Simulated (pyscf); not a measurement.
**Hydrogen abstraction: F–Si•(F)–F (SMILES F[Si](F)F) + NH₃ (SMILES N) → F–SiH(F)–F (SMILES F[SiH](F)F) + NH₂• (SMILES [NH2])**

Gas phase, doublet surface, charge 0. Bonds broken: N5–H6. Bonds formed: Si2–H6. PySCF, gas phase, ωB97X-D3(BJ)/def2-SVP geometries.

Transition state (Å):

```xyz
8

F      2.2873     0.5219    -0.6521
Si     0.7214     0.2961    -0.3652
F      0.2045     1.5439     0.5122
F     -0.0471     0.3604    -1.7794
N     -0.6441    -1.9235     0.9167
H      0.3362    -1.0717     0.3804
H     -1.2693    -1.9832     0.0977
H     -1.1239    -1.2486     1.5329
```

One imaginary mode, 1252i cm⁻¹; descent along it reached the two sides named, in the forms told below.

```tsv
bond	change	reactant side (Å)	saddle	product side
N5–H6	breaks	1.020	1.405	2.523
Si2–H6	forms	2.8	1.605	1.467
```

Electronic energies relative to the separated reactants (kcal/mol):

```json
[
 {"level": "ωB97X-D3(BJ)/def2-TZVP", "barrier": "14.9", "reaction energy": "+8.4", "reverse barrier": "6.6"},
 {"level": "PBE/def2-TZVP", "barrier": "13.5", "reaction energy": "+15.4", "reverse barrier": "-1.9"},
 {"level": "r²SCAN/def2-TZVP", "barrier": "13.6", "reaction energy": "+10.5", "reverse barrier": "3.1"},
 {"level": "B3LYP-D3(BJ)/def2-TZVP", "barrier": "13.7", "reaction energy": "+9.6", "reverse barrier": "4.1"},
 {"level": "PBE0-D3(BJ)/def2-TZVP", "barrier": "14.7", "reaction energy": "+11.6", "reverse barrier": "3.1"},
 {"level": "M06-2X/def2-TZVP", "barrier": "19.8", "reaction energy": "+12.2", "reverse barrier": "7.6"},
 {"level": "ωB97M-D3(BJ)/def2-TZVP", "barrier": "16.0", "reaction energy": "+8.9", "reverse barrier": "7.2"},
 {"level": "HF/def2-TZVP", "barrier": "22.6", "reaction energy": "-2.9", "reverse barrier": "25.5"}
]
```

With ωB97M-D3(BJ)/def2-TZVP energies and thermal terms (ideal gas, 1 atm, RRHO with modes under 100 cm⁻¹ raised to 100, one conformer, R ln 2 for chiral ones without a mode under 150 cm⁻¹), in kcal/mol:

| T (K) | ΔH‡ | ΔG‡ | ΔH | ΔG |
|---|---|---|---|---|
| 298 | 12.4 | 21.3 | +5.3 | +5.5 |
| 600 | 13.1 | 30.0 | +5.6 | +5.6 |
| 900 | 14.2 | 38.3 | +6.0 | +5.6 |
| 1200 | 15.2 | 46.1 | +6.4 | +5.4 |

On the reactant side the descent ends in an adduct with a N–Si contact (not fully relaxed), 13.9 kcal/mol under the separated species and 28.8 kcal/mol under the saddle at ωB97X-D3(BJ)/def2-TZVP. On the product side the descent ends in a complex, 4.3 kcal/mol under the separated species and 10.9 kcal/mol under the saddle at ωB97X-D3(BJ)/def2-TZVP. At PBE the saddle lies under the separated products, which points to a path from their complex (located at ωB97X-D3(BJ) alone), and parting the products costs more than the saddle. One saddle was located; it need not be the lowest between these sides. The angle at the transferred H is 149°.
